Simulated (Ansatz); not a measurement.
# AlH+ (doublet): from Hartree-Fock to the top rungs, cc-pVQZ

One table from this session's results is given with a row withheld; the runs are named, their logs left out.

The runs use Ansatz 0.2.0, Gaussian basis; cc-pVQZ, core rule «outside noble gas», up to 5 orbitals frozen.

The runs, in order: UHF; CCSD(T) on ROHF; CCSD(T) on UHF; BCCD(T) on ROHF; CCSDT on ROHF; CCSDT on UHF; CASSCF and MRCISD+Q, 3 electrons in 5 orbitals; CASSCF and NEVPT2, 3 electrons in 5 orbitals; Full CI.

15 further runs of the same task are left out: 4 for a known fault of the program, 4 that didn't finish, 7 set aside as unsound or not needed.

**The system**

The geometry is a PBE0/def2-TZVP stationary point (not a proven minimum) of the parent state, kept for this charge and spin.

2 atoms, charge 1, spin multiplicity 2.

Atoms are counted from 1 here; the program's logs count them from 0.

Bond lengths: Al1–H2 1.605 Å.

Set-up of the first run:

Contents of in.yaml:

```yaml
crystal:
  periodic: [false, false, false]
  atoms:
    - {symbol: Al, position_ang: [0.000000, 0.000000, 0.000000]}
    - {symbol: H, position_ang: [0.000000, 0.000000, 1.604550]}
basis:
  gaussian: {orbitals: cc-pVQZ}
total_charge: 1
magnetization: {spin_polarized: true, initial_magnetization: 1}
hamiltonian: {xc: hf}
output: {orbitals: {seedname: orbitals}}
```

Command:

```bash
$ ansatz run in.yaml --threads 1 --pin off --events-out ev --progress --plain --max-ram 2393MiB
```

Steps of the session up to this table: UHF; CCSD(T) on ROHF; CCSD(T) on UHF; BCCD(T) on ROHF; CCSDT on ROHF; CCSDT on UHF; CASSCF and MRCISD+Q, 3 electrons in 5 orbitals; CASSCF and NEVPT2, 3 electrons in 5 orbitals; Full CI.

One table of the session follows, with a row left open; its other results are not shown here.

```
          method  from FCI (meV)
            ROHF         +1421.8
             UHF               ?
            RMP2          +369.6
            UMP2          +344.6
           RCCSD           +30.8
           UCCSD           +22.9
        RCCSD(T)            +7.3
        UCCSD(T)            +5.2
         BCCD(T)            +6.6
          RCCSDT             0.0
          UCCSDT            -1.4
  CASSCF valence          +608.4
  NEVPT2 valence          +155.1
  MRCISD valence           +10.8
MRCISD+Q valence            +2.5
             FCI               0
```

**Question.** Estimate the row for UHF.

**Answer.** from FCI (meV): +1309.6. In the column «from FCI (meV)» it lies between CASSCF valence (+608.4) and ROHF (+1421.8).

To keep in mind: Levels on UHF freeze UHF's core orbitals, full CI those of ROHF, so the U rows can settle a little off it for that reason alone. Restricted and unrestricted rows rest on different reference determinants; where their highest levels disagree by more than a few hundredths of an eV, they describe different states and don't form one ladder.
